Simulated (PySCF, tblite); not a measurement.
**SiH₃F, a small molecule taken as a stand-in for a surface group (silyl): NMR shifts, core binding energies and electronic excitations**

What NMR shifts, core binding energies and electronic excitations should one expect for `F[SiH3]`?

Computed with tblite 0.8.0 and PySCF 2.14.0; each step states its level. No surroundings beyond the atoms listed, unless a continuum is named. Atoms count from 0, parts from 1.

## Step 1: The system as given

5 atoms, charge 0, multiplicity 1; geometry: distance geometry start.

## Step 2: Geometry optimisation with GFN2-xTB

The job: settings as JSON, then the geometry in Å.

```
{"job": {"kind": "relax", "xc": "GFN2-xTB", "basis": "xTB"}, "charge": 0, "multiplicity": 1}
Si     0.395118     1.554760    -0.750281
F      0.936474     1.787899    -2.323714
H      0.551695     2.758582    -0.017780
H     -0.985858     1.188026    -0.754628
H      1.139140     0.523437    -0.148724
```

With the program's defaults for keys left out, this is: GFN2-xTB geometry optimisation, gas phase.

Started as:

```
> OMP_NUM_THREADS=1 python cluster_run.py task.json out
```

The driver reads the jobs from task.json and runs them one after another.

**Question.** The jobs that follow are: PBE0-D3(BJ)/def2-SVP geometry optimisation, gas phase; GIAO PBE0/pcSseg-2 NMR shielding, non-relativistic, gas phase; delta-SCF UKS SCAN, pcX-2 on the ionised atom, pcseg-1 elsewhere, spin-free X2C; TDDFT CAM-B3LYP/def2-SVPD, vertical, gas phase, core orbitals frozen in the response. Predict: point group; rotational constants (main isotopes); 1H shifts against TMS (PBE0/pcSseg-2, means over atoms taken as alike); 29Si shifts against TMS (PBE0/pcSseg-2); 19F shifts against CFCl3 (PBE0/pcSseg-2); Si2p binding energies, SCAN/pcX-2; F1s binding energies, SCAN/pcX-2; lowest singlet (CAM-B3LYP/def2-SVPD); brightest single state of those computed; lowest triplet; vertical ionisation energy (ΔSCF).

**Answer**, as computed:

| quantity | value |
| --- | --- |
| point group | C3v |
| rotational constants (main isotopes) | 83.88, 13.84, 13.84 GHz |
| 1H shifts against TMS (PBE0/pcSseg-2, means over atoms taken as alike) | 5.21 ppm |
| 29Si shifts against TMS (PBE0/pcSseg-2) | -16.1 ppm |
| 19F shifts against CFCl3 (PBE0/pcSseg-2) | -235.0 ppm |
| Si2p binding energies, SCAN/pcX-2 | Si0 108.71 eV |
| F1s binding energies, SCAN/pcX-2 | F1 692.61 eV |
| lowest singlet (CAM-B3LYP/def2-SVPD) | 8.09 eV (153 nm), f = 0.005 |
| brightest single state of those computed | state 4, 9.43 eV, f = 0.138 |
| lowest triplet | 7.54 eV |
| vertical ionisation energy (ΔSCF) | 12.67 eV |

In words: Relaxing lowered the energy by 0.146 eV in 3 steps; the close pair that moved most is Si0–H4, from 1.422 to 1.489 Å (PBE0/def2-SVP). At PBE0/pcSseg-2: Shielding is most anisotropic at Si0 (span 137 ppm, paramagnetic term -518 ppm). The first singlet state (HOMO→LUMO 0.95) lies at 8.09 eV and is weak; of the 6 states computed, the strongest absorption comes from states 3 to 4 together at 9.43 eV. The lowest triplet lies 0.55 eV below the lowest singlet (triplets in Tamm-Dancoff, singlets in full TDDFT). ΔSCF puts the ionisation energy at 12.67 eV, 1.40 eV above −ε(HOMO).
